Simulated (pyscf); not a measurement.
## Concerted two-bond exchange: H₂N–Si(SiH₃)(SiH₃)–SiH₃ (SMILES N[Si]([SiH3])([SiH3])[SiH3]) -> H₂N–Si(SiH₃)(SiH₃)–SiH₃ (SMILES N[Si]([SiH3])([SiH3])[SiH3])

Gas phase, singlet surface, charge 0. Bonds broken: Si3–H8, Si4–H11. Bonds formed: Si3–H11, Si4–H8. Optimised with ωB97X-D3(BJ)/def2-SVP in PySCF.

Transition state (Å):

```xyz
16

N      1.4084    -0.5553     2.0866
Si     0.2046    -0.1184     0.9275
Si    -2.0768    -0.3682     1.1433
Si    -0.9856     1.8560     0.7381
Si     0.7702    -0.7667    -1.2313
H      2.3394    -0.8515     1.8179
H      1.3332    -0.3566     3.0775
H     -2.3919     1.2500     1.4139
H     -3.1810    -0.9307     0.3061
H     -2.5344    -0.6751     2.5569
H     -1.4916     0.4863    -0.3686
H     -1.3691     2.7902    -0.3656
H     -0.8398     2.7837     1.9299
H      2.1446    -1.3626    -1.2112
H      0.7902     0.3986    -2.1613
H     -0.1683    -1.8007    -1.7548
```

One imaginary mode, 510i cm⁻¹; descent along it reached the two sides named.

| bond | change | reactant side (Å) | saddle | product side |
|---|---|---|---|---|
| Si3–H8 | breaks | 1.495 | 1.671 | 4.1 |
| Si4–H11 | breaks | 1.495 | 1.832 | 3.9 |
| Si3–H11 | forms | 4.0 | 1.833 | 1.494 |
| Si4–H8 | forms | 4.2 | 1.674 | 1.496 |

Electronic energies relative to the reactant's lowest minimum found (kcal/mol):

| level | barrier | reaction energy | reverse barrier |
|---|---|---|---|
| ωB97X-D3(BJ)/def2-TZVP | 60.8 | 0.0 | 60.8 |
| PBE/def2-TZVP | 55.1 | 0.0 | 55.1 |
| r²SCAN/def2-TZVP | 58.0 | 0.0 | 58.0 |
| B3LYP-D3(BJ)/def2-TZVP | 64.7 | 0.0 | 64.7 |
| PBE0-D3(BJ)/def2-TZVP | 57.5 | 0.0 | 57.5 |
| M06-2X/def2-TZVP | 60.3 | 0.0 | 60.3 |
| ωB97M-D3(BJ)/def2-TZVP | 61.3 | 0.0 | 61.3 |
| HF/def2-TZVP | 80.9 | 0.0 | 80.9 |

With ωB97M-D3(BJ)/def2-TZVP energies and thermal terms (ideal gas, 1 atm, RRHO with modes under 100 cm⁻¹ raised to 100, one conformer, R ln 2 for chiral ones without a mode under 150 cm⁻¹), in kcal/mol:

| T (K) | ΔH‡ | ΔG‡ | ΔH | ΔG |
|---|---|---|---|---|
| 298 | 60.0 | 62.5 | 0.0 | 0.0 |
| 600 | 59.1 | 65.5 | 0.0 | 0.0 |
| 900 | 58.5 | 68.9 | 0.0 | 0.0 |
| 1200 | 58.0 | 72.4 | 0.0 | 0.0 |

At the saddle there is also a short Si–Si contact that neither side keeps. The same reactants have a lower exit, to H₂N–Si:–SiH₃ [singlet] + H₃Si–SiH₃ (barrier +42.1 kcal/mol at ωB97M-D3(BJ)/def2-TZVP, against +61.3 kcal/mol here). H₂N–Si(SiH₃)(SiH₃)–SiH₃ lies 12.7 kcal/mol over its isomer H₃Si–NH–SiH(SiH₃)–SiH₃ (electronic energy, ωB97M-D3(BJ)/def2-TZVP). This is the saddle that the search found; another between the same sides may lie lower.
